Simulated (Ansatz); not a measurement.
Ideal-gas functions of C$_{2}$HClFNO, SMILES `FC1N=C(Cl)O1` at 400 K and 1 bar, from an Ansatz frequency run at PBE0-D4/def2-TZVP.

Molar mass 109.49 g/mol, point group C1 (symmetry number 1), electronic degeneracy 1, moments of inertia 43.24, 298.691, 321.343 u Å². Harmonic wavenumbers (cm⁻¹, unscaled): 144, 299, 463, 499, 600, 723, 837, 1024, 1043, 1158, 1234, 1324, 1408, 1667, 3140.

Use S(trans) = R[1.5 ln M + 2.5 ln T − 1.1517]; rotational temperatures θ = 24.2544 K / I; S(rot) = R[ln(√π/σ · √(T³/θAθBθC)) + 1.5]; for each mode x = 1.438777 ν̃/T, S = R[x/(eˣ − 1) − ln(1 − e⁻ˣ)] and H = RT x/(eˣ − 1); 1 cm⁻¹ = 0.0119627 kJ/mol; R = 8.31446 J/(mol·K).

Problem. By hand: the entropy, in J/(mol·K).

Solution. Translation 173.5. Rotation: θ = 0.5609, 0.0812, 0.0755 K, giving 115.5. Vibration, mode by mode: 13.88, 8.10, 4.97, 4.48, 3.36, 2.38, 1.72, 1.00, 0.95, 0.68, 0.54, 0.41, 0.32, 0.15, 0.00, in all 42.9. Electronic 0.0. Sum 331.9 J/(mol·K).

Problem. By hand: H − E and G − E in kJ/mol, counted from the electronic energy.

Solution. Zero-point energy ½ × 15563 × 0.0119627 = 93.1; thermal vibration 10.3; translation, rotation and pV give 4 RT = 13.3. H − E = 116.7 kJ/mol, and G − E = 116.7 − 400 × 331.9/1000 = -16.1 kJ/mol.

Vibration gives 13 % of the entropy, 13.9 J/(mol·K) of it from the mode under 150 cm⁻¹: soft modes count most, and the harmonic formula is weakest for them. The sum counts one conformer and one mirror image; others add a mixing term.
